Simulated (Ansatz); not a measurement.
Predict the output of the script below (the Python package of Ansatz (0.2.0)).

Input file `c4h4.xyz`:
```text
8

C    -1.03860    1.51630   -0.87840
C    -0.32840    0.83980   -0.30520
C     0.54690   -0.00130    0.37600
C     0.48970   -1.31870    0.41450
H    -1.76240    2.19030   -1.42810
H     1.41830    0.47240    0.90280
H     1.14260   -1.95980    0.95720
H    -0.37590   -1.79620   -0.09440
```

`spin_c4h4.py`
```python
import warnings

import ansatz

warnings.simplefilter('ignore', ansatz.DeckWarning)

molecule = ansatz.Crystal.molecule_from_extxyz('c4h4.xyz')

calc = (
    molecule.calculation()
    .basis(gaussian='def2-SVP')
    .functional('hf')
    .scf(lower_state_search='off')
)
found = {}
for unpaired in [0, 2]:
    report = calc.spin('collinear', total=unpaired).run().report
    s = unpaired / 2
    found[unpaired] = report['free_energy_ev']
    print(f'2S+1 = {unpaired + 1}: E = {found[unpaired]:.5f} eV, <S^2> = {abs(report["mean_field"]["state"]["spin_squared"]):.3f} (pure state {s * (s + 1):.2f})')
lowest = min(found, key=found.get)
for unpaired, e in found.items():
    print(f'multiplicity {unpaired + 1}: {23.060548 * (e - found[lowest]):.1f} kcal/mol above the lowest')
```

```console
$ python spin_c4h4.py
2S+1 = 1: E = -4179.10576 eV, <S^2> = 0.000 (pure state 0.00)
2S+1 = 3: E = -4176.05904 eV, <S^2> = 2.098 (pure state 2.00)
multiplicity 1: 0.0 kcal/mol above the lowest
multiplicity 3: 70.3 kcal/mol above the lowest
```

In order: multiplicity 1 (+0.00 eV) and multiplicity 3 (+3.05 eV), all at the one geometry.

Notes:
- These settings explore the input space; basis and method may be short of convergence.
- The geometry is a force-field or estimated start, not a minimum of this method, and the basis set is short of its limit. All parts are taken at fixed geometry, without zero-point energy.
- Hartree-Fock leaves correlation out, so it favours high-spin states too much.
- Wall time of the script: 1.4 s on 1 thread of Arm Neoverse V2 (shared host), peak memory 0.18 GiB.

(Lines on the test bed's own set-up are left out of the output.)
